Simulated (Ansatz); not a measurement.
# CCSD(T) against full CI for several species

Each species is computed at the geometry given (Å), with frozen cores, in Ansatz 0.2.0: RHF-CCSD(T) for singlets, UHF-CCSD(T) otherwise, and full CI in the same basis. The program picks the determinant by trial CCSD, so it needn't be the lowest Hartree–Fock solution. States: HNP⁺ A', BH Π, Al2⁺ Σg⁺ or Δg. Cases whose determinant has another symmetry than full CI's state, or whose (Q) step broke down, weren't drawn.

Task: Judging by size, spin and bonding and the diagnostics given, rank them by the size of CCSD(T)'s error in total energy against full CI in the same basis, smallest first (an estimate).
A. BH, triplet, aug-cc-pVTZ: B 0.000 0.000 0.000; H 0.000 0.000 1.206. T1 0.020, (T) -40 meV in a correlation energy of -1.81 eV
B. HNP⁺, singlet, 6-31G: N 0.000 -0.118 1.017; P 0.000 0.032 -0.515; H 0.000 0.657 1.675. T1 0.036, (T) -286 meV in a correlation energy of -5.91 eV
C. Al$_{2}$⁺, doublet, cc-pVTZ: Al 0.000 0.000 0.000; Al 0.000 0.000 3.031. T1 0.027, (T) -74 meV in a correlation energy of -2.70 eV

Result: A (11.8 meV), C (26.3 meV), B (50.5 meV).

| species | basis | correlated electrons | CCSD(T) − full CI (meV) | CCSDT(Q) − full CI (meV) | unpaired electrons (full CI) | T1 | ⟨S²⟩ of the determinant |
| --- | --- | --- | --- | --- | --- | --- | --- |
| BH, triplet | aug-cc-pVTZ | 4 | 11.8 | -0.6 | 2.01 | 0.020 | 2.00 |
| Al2⁺, doublet | cc-pVTZ | 5 | 26.3 | 0.2 | 1.13 | 0.027 | 0.82 |
| HNP⁺, singlet | 6-31G | 10 | 50.5 | -5.0 | 0.20 | 0.036 | 0.00 |

Unpaired electrons are Σ n²(2−n)² over natural occupations; an open shell counts its own unpaired electrons too. Frozen cores follow each run's orbitals, which moves totals by a few meV.
